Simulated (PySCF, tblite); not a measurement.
Isomers of C4H5N. Method: GFN2-xTB as coded in tblite; computed harmonic values from a numerical Hessian at the method's own geometry, unscaled. Errors from tens to a few hundred cm⁻¹ against measured bands are possible. One conformer each.

Electronic energies: PBE0/pcSseg-1 single points on the GFN2-xTB geometries (PySCF, gas phase).

```tsv
SMILES	electronic energy, lowest = 0 (kJ/mol)
C=CCC#N	0.0
[C-]#[N+]C1CC1	93.1
[C-]#[N+]CC=C	91.2
```

How do GFN2-xTB zero-point energies change the relative energies?

```csv
SMILES,ZPE (kJ/mol),of it from modes above 1550 cm⁻¹,electronic (kJ/mol),"with ZPE, lowest = 0 (kJ/mol)",lowest mode (cm⁻¹),rings
C=CCC#N,202.5,115.7,0.0,0.0,66,0
[C-]#[N+]CC=C,201.3,114.4,91.2,90.1,63,0
[C-]#[N+]C1CC1,206.0,105.7,93.1,96.6,207,1
```

The zero-point energies span 4.7 kJ/mol, from `[C-]#[N+]CC=C` to `[C-]#[N+]C1CC1`. The order is unchanged.

And how do the electronic energies of GFN2-xTB itself compare?

`C=CCC#N` 0.0; `[C-]#[N+]CC=C` 95.0; `[C-]#[N+]C1CC1` 63.8 kJ/mol, lowest = 0. Against the energies above, taken from the same isomer `C=CCC#N`, the largest difference is 29.3 kJ/mol.

What do entropy and thermal enthalpy add at 298.15 K and 1 bar (rigid rotor, harmonic oscillator, one conformer each)?

| SMILES | point group | symmetry number | S (J/(mol K)) | H − H(0) (kJ/mol) | ZPE + H − H(0) − TS (kJ/mol) |
| --- | --- | --- | --- | --- | --- |
| C=CCC#N | C1 | 1 | 310.7 | 17.02 | 126.9 |
| [C-]#[N+]CC=C | C1 | 1 | 311.9 | 17.29 | 125.6 |
| [C-]#[N+]C1CC1 | Cs | 1 | 293.6 | 15.32 | 133.8 |
